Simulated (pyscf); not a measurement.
**Hydrogen abstraction: HO–Si(SiH₃)(SiH₃)–SiH₃ + H• → •O–Si(SiH₃)(SiH₃)–SiH₃ + H₂**

Gas phase, doublet surface, charge 0. Bonds broken: O1–H6. Bonds formed: H6–H16. PySCF, gas phase, ωB97X-D3(BJ)/def2-SVP geometries.

Transition state (Å):

```xyz
16

O      0.0544    -0.5361     1.4349
Si    -0.2897     0.2295    -0.0419
Si    -1.4239     2.1542     0.6368
Si    -1.6742    -1.0567    -1.4151
Si     1.6422     0.8257    -1.2120
H      0.6963    -1.6466     1.2289
H     -2.6694     1.7936     1.3720
H     -0.5504     2.9964     1.5024
H     -1.7827     2.9198    -0.5947
H     -0.9850    -2.3263    -1.7953
H     -1.9753    -0.2821    -2.6568
H     -2.9544    -1.3863    -0.7228
H      2.5108     1.7169    -0.3885
H      2.4146    -0.3970    -1.5861
H      1.2468     1.5457    -2.4600
H      1.0966    -2.3097     0.8259
```

One imaginary mode, 1187i cm⁻¹; descent along it reached the two sides named.

```tsv
bond	change	reactant side (Å)	saddle	product side
O1–H6	breaks	0.963	1.299	2.513
H6–H16	forms	2.545	0.873	0.761
```

Electronic energies relative to the separated reactants (kJ/mol):

```json
[
 {"level": "ωB97X-D3(BJ)/def2-TZVP", "barrier": "64.4", "reaction energy": "+28.8", "reverse barrier": "35.6"},
 {"level": "PBE/def2-TZVP", "barrier": "30.5", "reaction energy": "+5.7", "reverse barrier": "24.8"},
 {"level": "r²SCAN/def2-TZVP", "barrier": "32.3", "reaction energy": "+4.1", "reverse barrier": "28.2"},
 {"level": "B3LYP-D3(BJ)/def2-TZVP", "barrier": "33.7", "reaction energy": "+2.4", "reverse barrier": "31.4"},
 {"level": "PBE0-D3(BJ)/def2-TZVP", "barrier": "53.6", "reaction energy": "+28.3", "reverse barrier": "25.3"},
 {"level": "M06-2X/def2-TZVP", "barrier": "73.2", "reaction energy": "+33.9", "reverse barrier": "39.3"},
 {"level": "ωB97M-D3(BJ)/def2-TZVP", "barrier": "65.2", "reaction energy": "+27.6", "reverse barrier": "37.6"},
 {"level": "HF/def2-TZVP", "barrier": "108.4", "reaction energy": "+16.0", "reverse barrier": "92.4"}
]
```

With ωB97M-D3(BJ)/def2-TZVP energies and thermal terms (ideal gas, 1 atm, RRHO with modes under 100 cm⁻¹ raised to 100, one conformer, R ln 2 for chiral ones without a mode under 150 cm⁻¹), in kJ/mol:

```json
[
 {"T (K)": "298", "ΔH‡": "56.6", "ΔG‡": "84.9", "ΔH": "+24.7", "ΔG": "+19.7"},
 {"T (K)": "600", "ΔH‡": "54.6", "ΔG‡": "114.4", "ΔH": "+23.8", "ΔG": "+14.8"},
 {"T (K)": "900", "ΔH‡": "53.5", "ΔG‡": "144.5", "ΔH": "+21.9", "ΔG": "+10.6"},
 {"T (K)": "1200", "ΔH‡": "52.9", "ΔG‡": "175.0", "ΔH": "+19.6", "ΔG": "+7.2"}
]
```

HO–Si(SiH₃)(SiH₃)–SiH₃ lies 99.2 kJ/mol over its isomer H₃Si–SiH₂–O–SiH₂–SiH₃ (electronic energy, ωB97M-D3(BJ)/def2-TZVP). •O–Si(SiH₃)(SiH₃)–SiH₃ lies 204.4 kJ/mol over its isomer H₃Si–O–Si•(SiH₃)–SiH₃ (electronic energy, ωB97M-D3(BJ)/def2-TZVP). One saddle was located; it need not be the lowest between these sides. The angle at the transferred H is 162°.
